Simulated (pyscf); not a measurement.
Single points on ωB97X-D3(BJ)/def2-SVP structures (PySCF, gas phase).

Question: `[Cl][AlH][Cl]` + `[NH3]` → `[NH2][Al]([Cl])[Cl]` + `[H][H]`
Surface: singlet. Broken: Al–H, H–N. Formed: Al–N, H–H. Give ΔE‡ and ΔE from ωB97M-D3(BJ)/def2-TZVP, relative to the separated reactants.

Answer: ΔE‡ = 4.4 kJ/mol, ΔE = -72.7 kJ/mol. Zero-point energy shifts the barrier by -1.2 kJ/mol. It is a four-centre exchange, with an imaginary mode of 1259i cm⁻¹. On the reactant side the descent ends in an adduct with a Al–N contact, 157.8 kJ/mol under the separated species and 155.4 kJ/mol under the saddle at ωB97X-D3(BJ)/def2-TZVP. What is counted as formed (Al–N) is already present as a longer contact in the reactant adduct; forming that adduct is a step of its own. At the saddle there is also a short Al–H contact that neither side keeps. This is the saddle that the search found; another between the same sides may lie lower.
